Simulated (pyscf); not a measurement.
Optimised with ωB97X-D3(BJ)/def2-SVP in PySCF. MP2 and CC: frozen core, UHF for open shells. ΔMP2 is the change of the MP2 total energy from the triple- to the quadruple-zeta basis.

Problem. For dichlorosilylene (Cl–Si:–Cl) [singlet] + ammonia (NH₃) → H₂N–SiH(Cl)–Cl, an insertion (singlet surface; H–N broken, N–Si, H–Si formed), PBE/def2-TZVP gives ΔE‡ = 0.72 eV and ΔE = -1.94 eV (zero: the separated reactants). In which direction and how far do PBE0-D3(BJ)/def2-TZVP, M06-2X/def2-TZVP, CCSD(T)/def2-TZVPP + ΔMP2(QZVPP) move these?

Solution. PBE0-D3(BJ): ΔE‡ = 0.77 eV, ΔE = -2.23 eV; M06-2X: ΔE‡ = 0.98 eV, ΔE = -2.21 eV; CCSD(T): ΔE‡ = 1.01 eV, ΔE = -2.18 eV. PBE's barrier lies under all of them, by 0.05 to 0.29 eV. Its reaction energy lies over all of them, by 0.24 to 0.29 eV. On the reactant side the descent ends in an adduct with a N–Si contact, 1.13 eV under the separated species and 2.07 eV under the saddle at ωB97X-D3(BJ)/def2-TZVP. What is counted as formed (N–Si) is already present as a longer contact in the reactant adduct; forming that adduct is a step of its own. One saddle was located; it need not be the lowest between these sides. The CCSD(T) − MP2 part came from Ansatz, without density fitting, on the same reference.
